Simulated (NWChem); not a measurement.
Correlation energy of H₄Si

```
Si
H 1 1.4927
H 1 1.4927 2 109.47
H 1 1.4927 2 109.47 3 -120.00
H 1 1.4927 2 109.47 3 120.00
```
Charge 0, spin multiplicity 1.

All runs are NWChem calculations. All single points use one geometry, from PBE0/def2-SVP, a minimum by its harmonic frequencies.

Basis set: 3-21G. Each correlation energy counts from its own Hartree-Fock reference.

The correlated methods keep 5 core orbitals frozen. The structure started from a generated list of species. Coupled-cluster values serve here as a point of comparison, not as the truth.

Task: Order these methods by the correlation energy they give, lowest first: MP2, SCS-MP2, CCSD, CCSD+T(CCSD).

Result: CCSD+T(CCSD) (-87.8 mHa), CCSD (-86.8 mHa), SCS-MP2 (-72.1 mHa), MP2 (-63.4 mHa)
